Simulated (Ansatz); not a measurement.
A nudged elastic band was laid between two geometries of C2H5FN2O (11 atoms, charge 0, multiplicity 1).

These are results of Ansatz 0.2.0, RKS B3LYP/STO-3G, not measurements.

```json
{"movable images": "3", "climbing image": "no", "spring": "5.0 eV/Å²", "optimiser": "quadratic models (default)", "start path": "IDPP", "force threshold": "0.05 eV/Å", "iteration limit": "60", "end points": "relaxed"}
```

Initial state:

```xyz
11
Properties=species:S:1:pos:R:3
C 0.062 -1.850 -0.542
N -0.656 -0.896 -0.001
C 0.043 0.503 -0.135
N -0.011 1.247 1.199
O -0.741 1.227 -1.119
F 1.385 0.402 -0.526
H -0.320 -2.885 -0.508
H 1.043 -1.687 -1.031
H -0.879 0.859 1.671
H 0.780 0.836 1.778
H -0.641 2.187 -0.766
```

Final state:

```xyz
11
Properties=species:S:1:pos:R:3
C 0.059 -1.850 -0.545
N -0.652 -0.899 0.008
C 0.046 0.502 -0.132
N -0.008 1.251 1.198
O -0.739 1.223 -1.117
F 1.388 0.398 -0.525
H 1.036 -1.686 -1.045
H -0.322 -2.886 -0.511
H -0.876 0.866 1.672
H 0.783 0.844 1.779
H -0.649 2.182 -0.760
```

Problem. Which bonds break or form, and what moves?

Solution. No bond is made or broken. The dihedral H8–C1–N2–C3 goes from 0 to 180°. The two ends are copies of one structure, up to a mirror image or an exchange of like atoms.

Problem. Give the energies along the band, and the barrier.

Solution. It converged. The highest image is number 2 of 0 to 4, 0.46 eV above the ends, which have the same energy within 2 meV. The dihedral H8–C1–N2–C3 jumps by 135° between images 1 and 2, so the path isn't resolved there. No image climbed, so the highest image needn't sit at the top of the path. A band with more images between the same ends climbed to 1.54 eV, so this one has probably stepped over the top. So few images can step over the top or miss a turn of the path. Limits of this set-up: minimal basis.

```tsv
image	path coordinate (Å)	energy (eV)	dihedral H8–C1–N2–C3 (°)
0	0.00	0.00	0
1	1.64	0.46	23
2	3.27	0.46	158
3	4.91	0.05	180
4	6.55	0.00	180
```

Problem. What is the geometry of the highest image?

Solution. 
```xyz
11
Properties=species:S:1:pos:R:3:forces:R:3
C 0.106 -1.941 -0.403 0.05 -0.03 0.01
N 0.533 -0.886 0.227 0.80 -0.02 0.14
C 0.162 0.557 -0.158 0.01 -0.01 -0.04
N -0.245 1.375 1.074 -0.09 0.02 0.01
O -0.813 0.752 -1.210 -0.17 -0.21 0.06
F 1.430 0.988 -0.605 -0.10 0.25 -0.11
H -0.772 -2.109 -1.051 -0.10 0.56 -0.46
H 0.740 -2.831 -0.264 -0.30 -0.52 0.38
H -0.360 0.661 1.851 0.00 -0.02 0.00
H 0.655 1.870 1.349 -0.05 0.00 -0.01
H -1.369 1.506 -0.790 -0.03 -0.03 0.01
```

Time of the run: 4.9 min on 1 thread of AMD EPYC 7R43 64-Core Processor (Zen 3), with other jobs on the host, peak memory 0.11 GiB.
